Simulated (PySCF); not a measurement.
# Frontier levels across methods

C4H7ClO.
Numbering: `[CH2:1]=[C:2]([Cl:3])[CH2:4][O:5][CH3:6]` (hydrogens: H7, H8 on C1; H9, H10 on C4; H11, H12, H13 on C6)

Cartesian coordinates in Å at the PBE0-D3(BJ)/def2-SVP level; atoms count from 1:
```xyz
13
C4H7ClO angstrom
C      2.1713   -0.2681    0.2156
C      1.6312    0.6476   -0.5821
Cl     2.5975    1.6664   -1.6068
C      0.1672    0.9311   -0.7191
O     -0.5613    0.1021    0.1226
C     -1.9386    0.2983    0.0405
H      1.5074   -0.8751    0.8327
H      3.2502   -0.4203    0.2629
H     -0.0090    2.0046   -0.4918
H     -0.1216    0.7914   -1.7832
H     -2.3246    0.1047   -0.9797
H     -2.4191   -0.4040    0.7350
H     -2.2282    1.3291    0.3250
```

Basis pcSseg-1 throughout (PySCF), one geometry. One conformer (not necessarily the lowest) at the PBE0-D3(BJ)/def2-SVP geometry, without solvent, vibrations or thermal averaging.

Q: How do the orbital energies, the gap and the dipole change with the method?

A: 
| method | kind | HOMO (eV) | LUMO (eV) | gap (eV) | μ (D) | SCF cycles |
| --- | --- | --- | --- | --- | --- | --- |
| BLYP | GGA | -5.97 | -0.79 | 5.18 | 1.82 | 15 |
| OPBE | GGA | -6.09 | -0.84 | 5.26 | 1.86 | 15 |
| B97-D | GGA | -6.10 | -0.84 | 5.26 | 1.86 | 15 |
| PBE | GGA | -6.13 | -0.93 | 5.19 | 1.85 | 16 |
| KT3 | GGA | -6.17 | -0.88 | 5.29 | 1.81 | 15 |
| KT2 | GGA | -6.17 | -0.90 | 5.27 | 1.86 | 15 |
| BP86 | GGA | -6.24 | -1.03 | 5.21 | 1.88 | 14 |
| LDA | LDA | -6.26 | -1.14 | 5.11 | 1.93 | 15 |
| B97-2 | global hybrid | -7.07 | 0.01 | 7.08 | 1.93 | 14 |
| B3LYP | global hybrid | -7.08 | -0.15 | 6.93 | 1.90 | 14 |
| PBE0 | global hybrid | -7.32 | 0.07 | 7.39 | 1.94 | 14 |
| mPW1PW91 | global hybrid | -7.34 | 0.05 | 7.40 | 1.95 | 14 |
| BHandHLYP | global hybrid | -8.31 | 1.22 | 9.54 | 1.99 | 13 |
| CAM-B3LYP | range-separated hybrid | -8.63 | 1.25 | 9.88 | 1.95 | 13 |
| wB97X-D | range-separated hybrid | -9.18 | 1.87 | 11.06 | 2.00 | 13 |
| HF | Hartree–Fock | -9.81 | 4.02 | 13.83 | 2.10 | 11 |
| LC-wPBE | range-separated hybrid | -10.03 | 2.39 | 12.42 | 1.99 | 13 |

The HOMO spans 4.06 eV, from BLYP down to LC-wPBE, and the gap runs from 5.11 eV (LDA) to 13.83 eV (HF). Over the methods BLYP (0 %), OPBE (0 %), B97-D (0 %), PBE (0 %), KT3 (0 %), KT2 (0 %), BP86 (0 %), LDA (0 %), B97-2 (21 %), B3LYP (20 %), PBE0 (25 %), mPW1PW91 (25 %), BHandHLYP (50 %), HF (100 %), a straight line through the gap against the share of exact exchange rises by 0.86 eV for each 10 % (correlation coefficient 1.000). The dipole ranges from 1.81 D (KT3) to 2.10 D (HF). This basis has no diffuse functions.
